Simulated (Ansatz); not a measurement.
The same path of BH4N (6 atoms, charge 0, multiplicity 1) was run twice with different band settings. Lost on the way: B1–H5. Made: N2–H5.

The calculation used RKS PBE-D4/def2-SVP (Ansatz 0.2.0).

Relaxed end points:

```xyz
6
Properties=species:S:1:pos:R:3
B 0.434 0.016 0.108
N 0.724 -0.016 1.473
H 0.013 -0.138 2.195
H 1.668 0.080 1.849
H 1.346 0.166 -0.685
H -0.722 -0.107 -0.252
```

```xyz
6
Properties=species:S:1:pos:R:3
B 0.071 0.366 -0.331
N 0.926 -0.143 1.002
H 0.548 -0.742 1.784
H 1.183 0.782 1.402
H 1.825 -0.539 0.697
H -1.089 0.277 0.133
```

Common settings: movable images 7; climbing image yes; spring 5.0 eV/Å²; optimiser quadratic models (default); force threshold 0.05 eV/Å; iteration limit 60; end points relaxed.

| run | start path |
| --- | --- |
| 1 | through a guess of the saddle point |
| 2 | straight line |

Question: What does each run give, and how far can it be trusted?

Answer: Run 1: converged after 16 iterations, highest image 4.686 eV above the first end. Beside the main top the profile has a ripple of under 15 meV (maxima at images 5, 7), which may be a very shallow well or noise. Neighbouring images differ by up to 1.8 eV, so the band resolves the path poorly. A vibrational analysis at the climbing image gives one clearly imaginary mode, 1153i cm⁻¹: a first-order saddle point.
Run 2: converged after 12 iterations, highest image 4.686 eV above the first end. Beside the main top the profile has a ripple of under 15 meV (maxima at images 5, 7), which may be a very shallow well or noise. Neighbouring images differ by up to 1.8 eV, so the band resolves the path poorly. Another band between the same ends (7 images) ends at a top of the same energy, where a vibrational analysis finds 1 clearly imaginary mode.
The orbitals stay closed-shell, which can raise the energy where a bond breaks towards radicals; this wasn't checked here.
